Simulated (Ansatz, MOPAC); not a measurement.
Gas-phase reaction in SMILES: C=CC [prop-1-ene] -> [CH]=CC + H atom (the C-H bond breaks)

Wanted: bond dissociation energy (enthalpy at 298 K), in kcal/mol. Terms: no dispersion term unless named; open shells spin-unrestricted; non-relativistic; no spin-orbit coupling. First-principles rows: single points at B3LYP-D3(BJ) geometries (Ansatz, a program for electronic structure), with unscaled harmonic terms from B3LYP/6-31G* at its own minima. Semi-empirical rows: MOPAC heats of formation at their own minima for 298 K. A UHF reference is markedly spin-contaminated in at least one set, which strains HF and MP2.

| species | coefficient | E at HF/STO-3G (Ansatz), Eh | E at PBE/def2-TZVPD (Ansatz), Eh | H(298 K) - E, kcal/mol | heat of formation at AM1 (MOPAC), kcal/mol |
|---|---|---|---|---|---|
| C=CC | -1 | -115.65919 | -117.77694 | 53.39 | 6.54 |
| [CH]=CC | +1 | -115.01634 | -117.09573 | 44.62 | 51.79 |
| H atom | +1 | -0.46658 | -0.49962 | 1.48 | 52.10 |

 1 Eh = 627.5095 kcal/mol.

Q: Compute it at each level from the table.

A: 
- HF/STO-3G: the sum of coefficient times E is 0.17627 Eh, or 110.61 kcal/mol; the thermal terms add -7.29. Result: 103.3 kcal/mol.
- PBE/def2-TZVPD: the sum of coefficient times E is 0.18159 Eh, or 113.95 kcal/mol; the thermal terms add -7.29. Result: 106.7 kcal/mol.
- AM1: the sum of coefficient times heat of formation is 97.35 kcal/mol; it needs no thermal term.
